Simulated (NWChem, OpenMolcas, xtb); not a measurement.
## A ladder of methods for BH3O (BH2(OH))

BH3O: 5 atoms, total charge 0, spin state singlet. SMILES: `[H]B([H])O`. The shape is that of a GFN2-xTB optimisation.

Quantity: the vertical ionisation energy (to the doublet cation), in eV. The values are calculated.

```
                            level             kind     program  value (eV)
                         GFN2-xTB   semi-empirical         xtb       15.09
                         GFN1-xTB   semi-empirical         xtb       16.12
                        HF/STO-3G     Hartree–Fock  OpenMolcas        9.48
HF/STO-3G, open shells restricted     Hartree–Fock  OpenMolcas        9.56
                     SVWN5/STO-3G              LDA  OpenMolcas        9.62
                       PBE/STO-3G              GGA  OpenMolcas        9.76
                    r2SCAN/STO-3G         meta-GGA  OpenMolcas        9.95
                 M06-L/6-311++G**         meta-GGA      NWChem       11.57
                     B3LYP/STO-3G    global hybrid  OpenMolcas       10.11
                    M06-2X/STO-3G  hybrid meta-GGA  OpenMolcas       10.32
```

The values span 9.48 to 16.12 eV. The xTB values lack the empirical shift that such differences need.
